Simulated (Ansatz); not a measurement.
The inner images of a band of C2H5O (8 atoms, charge 1, multiplicity 1) are given out of order.

Level of theory: Ansatz, RKS PBE/def2-SVP.

First end point:

```xyz
8
Properties=species:S:1:pos:R:3
C -0.342 0.645 -0.599
C 0.271 -0.208 0.396
O 0.025 -1.458 0.415
H -1.010 0.108 -1.296
H 0.472 1.189 -1.139
H -0.875 1.472 -0.067
H 0.966 0.210 1.158
H 0.491 -1.957 1.133
```

Last end point:

```xyz
8
Properties=species:S:1:pos:R:3
C -0.307 0.535 -0.528
C 0.421 -0.100 0.555
O 0.404 -1.335 0.858
H -0.935 -0.142 -1.137
H 0.430 1.083 -1.166
H -0.916 1.365 -0.090
H 1.079 0.490 1.228
H -0.176 -1.895 0.279
```

Question: Put them in order from the first end to the last, with their energies above the first end.
A.
```xyz
8
Properties=species:S:1:pos:R:3
C -0.327 0.632 -0.576
C 0.378 -0.126 0.444
O 0.250 -1.382 0.439
H -1.010 0.014 -1.189
H 0.417 1.173 -1.208
H -0.865 1.471 -0.067
H 1.050 0.398 1.168
H 0.106 -2.181 0.989
```
B.
```xyz
8
Properties=species:S:1:pos:R:3
C -0.321 0.648 -0.591
C 0.320 -0.175 0.415
O 0.066 -1.423 0.377
H -0.990 0.045 -1.231
H 0.439 1.201 -1.193
H -0.878 1.464 -0.066
H 0.986 0.269 1.195
H 0.378 -2.030 1.094
```
C.
```xyz
8
Properties=species:S:1:pos:R:3
C -0.329 0.549 -0.544
C 0.409 -0.125 0.513
O 0.436 -1.347 0.869
H -0.982 -0.055 -1.199
H 0.429 1.118 -1.142
H -0.897 1.388 -0.065
H 1.085 0.479 1.152
H -0.151 -2.005 0.415
```
D.
```xyz
8
Properties=species:S:1:pos:R:3
C -0.351 0.613 -0.563
C 0.388 -0.126 0.443
O 0.442 -1.366 0.686
H -1.033 0.022 -1.195
H 0.415 1.153 -1.184
H -0.863 1.470 -0.058
H 1.085 0.426 1.115
H -0.083 -2.193 0.755
```
E.
```xyz
8
Properties=species:S:1:pos:R:3
C -0.343 0.626 -0.567
C 0.388 -0.119 0.439
O 0.358 -1.374 0.542
H -1.036 0.021 -1.178
H 0.408 1.158 -1.206
H -0.854 1.481 -0.057
H 1.085 0.415 1.129
H -0.006 -2.209 0.899
```
F.
```xyz
8
Properties=species:S:1:pos:R:3
C -0.347 0.582 -0.556
C 0.395 -0.136 0.471
O 0.465 -1.359 0.814
H -1.017 0.004 -1.213
H 0.423 1.141 -1.156
H -0.877 1.437 -0.060
H 1.081 0.450 1.118
H -0.123 -2.121 0.582
```
G.
```xyz
8
Properties=species:S:1:pos:R:3
C -0.318 0.641 -0.583
C 0.357 -0.146 0.434
O 0.144 -1.399 0.381
H -0.993 0.019 -1.201
H 0.425 1.190 -1.207
H -0.874 1.464 -0.068
H 1.017 0.349 1.193
H 0.242 -2.117 1.051
```

Answer: B (+1.5 kcal/mol), G (+7.2 kcal/mol), A (+16.3 kcal/mol), E (+21.6 kcal/mol), D (+15.4 kcal/mol), F (+6.2 kcal/mol), C (+1.8 kcal/mol).

Time of the run: 72 s on 1 thread of Intel(R) Xeon(R) 6975P-C (Granite Rapids), on a shared host, peak memory 0.13 GiB.
